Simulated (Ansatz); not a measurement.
Rutile MnO2, treated with r²SCAN (PAW; Ansatz, an electronic-structure program).

Numerical settings: plane-wave cutoff 500 eV, 10×10×14 k mesh (along the axes of the cell as run), Fermi–Dirac smearing 0.05 eV, spin-polarised with opposed moments, scalar-relativistic PAW data made under PBE.

Cell (relaxed at this level):

```cif
data_Mn2O4
_chemical_formula_sum 'Mn2 O4'
_space_group_name_H-M_alt 'P42/mnm'
_space_group_IT_number 136
_space_group_name_Hall '-P 4n 2n'
_cell_length_a 4.38314
_cell_length_b 4.38314
_cell_length_c 2.86105
_cell_angle_alpha 90.000
_cell_angle_beta 90.000
_cell_angle_gamma 90.000
loop_
_atom_site_label
_atom_site_type_symbol
_atom_site_symmetry_multiplicity
_atom_site_Wyckoff_symbol
_atom_site_fract_x
_atom_site_fract_y
_atom_site_fract_z
_atom_site_occupancy
Mn1 Mn 2 a 0.00000 0.00000 0.00000 1
O1 O 4 f 0.30478 0.30478 0.00000 1
```

**Question.** Estimate the magnetic moment (largest site, within a sphere) and band gap that the calculation returns.

**Answer.** 
- magnetic moment (largest site, within a sphere): 2.40 μB
- band gap: 0.38 eV (on the SCF k mesh)

Note: the collinear magnetic order is the start's and need not be the measured one.

Moments are spin moments.

Computed values are for the static lattice.
